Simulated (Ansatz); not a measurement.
Reaction (SMILES): F (HF) → [F-] + H+
B3LYP-D3(BJ)/def2-TZVP geometries, fixed; electronic energies without zero-point terms.

Basis-set convergence of the deprotonation energy at HF with Ansatz (an electronic-structure program). Cartesian d functions, on some or all atoms, in 6-31G*, 6-31G**; all else is spherical. No added dispersion term, no relativity. Functions are those of the species that has most. Reference: the value in aug-cc-pV5Z, 383.34 kcal/mol, itself unsure by roughly 0.06 kcal/mol (its mean distance from aug-pcseg-3, aug-cc-pVQZ, def2-QZVPPD).

```csv
basis,functions,deprotonation energy (kcal/mol)
6-31G*,17,(withheld)
def2-SVP,19,408.90
6-31G**,20,414.47
6-311+G**,28,(withheld)
aug-pcseg-1,32,377.75
def2-TZVPD,49,(withheld)
jun-cc-pV(T+d)Z,53,(withheld)
cc-pVQZ,85,390.71
aug-pcseg-3,134,383.36
```

Task: What belongs in the gaps?

Result: 
- 6-31G*, deprotonation energy (kcal/mol): 409.27
- 6-311+G**, deprotonation energy (kcal/mol): 380.71
- def2-TZVPD, deprotonation energy (kcal/mol): 381.98
- jun-cc-pV(T+d)Z, deprotonation energy (kcal/mol): 382.61
